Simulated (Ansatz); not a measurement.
The input, for Ansatz 0.2.0:

```yaml
crystal:
  periodic: [false, false, false]
  atoms:
    - {symbol: P, position_ang: [0.000000, -0.060825, 0.000000]}
    - {symbol: H, position_ang: [0.000000, 0.934570, -1.025557]}
    - {symbol: H, position_ang: [0.000000, 0.934568, 1.025558]}
basis:
  gaussian: {orbitals: cc-pVDZ}
total_charge: 1
correlation: {method: fci, electrons: outside_noble_gas}
```

```sh
$ ansatz run in.yaml --threads 1 --pin off --events-out ev --progress --plain --max-ram 2393MiB
```

Output:

```
511 factors; integrals over basis functions are off by at most 1.4e-7 eV
mean field evaluation 1: about -9293.2747 eV, gradient 6.7e0 eV
mean field evaluation 2: about -9293.2752 eV, gradient 6.7e0 eV
mean field evaluation 4: about -9293.4894 eV, gradient 2.7e-1 eV
mean field evaluation 8: about -9293.4897 eV, gradient 4.4e-5 eV
mean field -9293.48966182 eV, -341.5294457185 hartree, gradient 9.8e-7 eV, S^2 0.000000; 0 other end points of the search recorded, 0 dependent functions left out; unrestricted orbitals would lower it
5 core orbitals not correlated: weight in the atoms' cores, before any rotation towards them, 1.000 or more for the frozen orbitals, at most 0.000 for the correlated occupied ones
reference -9293.48966182 eV, -341.5294457185 hartree; 3, 3 occupied and 20, 20 virtual orbitals, 511 factors
state -9297.01633721 eV, -341.6590486484 hartree
Total energy: -9297.01633721 eV, -341.6590486484 hartree
```

Ran on 1 thread of Intel Xeon, shared host: 6 s wall, 0.15 GiB peak host memory.
